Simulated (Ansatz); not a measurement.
Basis-set extrapolation for C$_{7}$H$_{16}$ (`CCCCC(C)C`) (PBE0-D4/def2-TZVP geometry, frozen core, Ansatz). Multiplicity 1, RHF reference.

```tsv
	def2-TZVPP	def2-QZVPP
HF	-274.501687	-274.514778
MP2 correlation	-1.244134	-1.320438
CCSD(T) correlation	-1.376513	not run
```

Energies in hartree. Use E(X) = E(∞) + A·exp(−7.88·√X) for Hartree–Fock and E(X) = E(∞) + B·X^(−2.97) for correlation, with X = 3 and 4, and add CCSD(T) minus MP2 of the smaller set to the MP2 limit.

Q: What is the CCSD(T) energy at the basis-set limit?

A: HF limit: -274.514778 + (-0.013091) × 0.13774 = -274.51658. MP2 limit: -1.320438 + (-0.076304) × 0.74074 = -1.37696. Higher-order term: -1.376513 − (-1.244134) = -0.13238. Total: -276.02592 hartree, 387.8 kJ/mol below CCSD(T)/def2-TZVPP.
